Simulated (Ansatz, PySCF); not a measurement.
This PySCF input computes a PBE/def2-TZVPD energy:

```python
from pyscf import gto, scf, dft

mol = gto.M(
    atom='''
    C    -0.12819188   -1.79855064   -0.02279421
    C     0.14036256   -0.52663028   -0.01391446
    C     0.04067635    0.80462693    0.01087614
    H    -1.15297079   -2.16660009    0.01318024
    H     0.65584793   -2.54974214   -0.06640254
    N     0.02572010    1.97709517    0.02974534
    ''',
    basis='def2-tzvpd',
    charge=0,
    spin=1,
    verbose=4,
)

mf = dft.UKS(mol, xc='pbe').density_fit(auxbasis='def2-universal-jkfit')
mf.grids.level = 3
mf.conv_tol = 1e-9
mf.max_cycle = 100
mf.max_memory = 1500
mf.kernel()
if not mf.converged:
    mf = mf.newton()
    mf.kernel(mf.make_rdm1())
for _ in range(2):
    mo, _, stable, _ = mf.stability(return_status=True)
    if stable:
        break
    mf.kernel(mf.make_rdm1(mo, mf.mo_occ))
mf.analyze()
```

Problem. Write an input for the same energy in Ansatz (a first-principles code) and say what it gives.

Solution. 
Ansatz 0.2 input:
```yaml
crystal:
  periodic: [false, false, false]
  atoms:
    - {symbol: C, position_ang: [-0.12819188, -1.79855064, -0.02279421]}
    - {symbol: C, position_ang: [0.14036256, -0.52663028, -0.01391446]}
    - {symbol: C, position_ang: [0.04067635, 0.80462693, 0.01087614]}
    - {symbol: H, position_ang: [-1.15297079, -2.16660009, 0.01318024]}
    - {symbol: H, position_ang: [0.65584793, -2.54974214, -0.06640254]}
    - {symbol: N, position_ang: [0.02572010, 1.97709517, 0.02974534]}
basis:
  gaussian:
    orbitals: def2-TZVPD
hamiltonian:
  xc: {name: PBE}
magnetization: {spin_polarized: true, initial_magnetization: 1}
output: {forces: true}
```
It gives -170.01350 Eh, and PySCF -170.01355 Eh, a difference of 0.05 mEh, from the treatment of integrals and grids.

It need not be the lowest isomer of its formula.
